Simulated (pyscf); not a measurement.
Routes from •H₂C–CH₃ (SMILES [CH2]C) + CH₄ (SMILES C)

Candidate steps break at most two bonds and form at most two. Each was searched with GFN2-xTB (tblite) first. Structures and frequencies: ωB97X-D3(BJ)/def2-SVP in PySCF. Energies: ωB97M-D3(BJ)/def2-TZVP, kcal/mol, from the separated reactants, doublet surface; ΔG‡ with ideal gas, 1 atm, RRHO with modes under 100 cm⁻¹ raised to 100, one conformer, R ln 2 for chiral ones without a mode under 150 cm⁻¹.

| products | type | ΔE‡ | ΔE | ΔG‡ 298 K | ΔG‡ 900 K | ν‡ (cm⁻¹) |
|---|---|---|---|---|---|---|
| H₃C–CH₃ + CH₃• | hydrogen abstraction | 18.7 | +4.1 | 26.3 | 44.3 | 1785i |
| H₃C–CH₂–CH₃ + H• | substitution at C | 52.3 | +16.4 | 61.8 | 83.3 | 1571i |

Plain bond fissions and candidates not yet searched are not listed, and one of them may be faster. Each barrier is that of the saddle found; lower ones may exist.
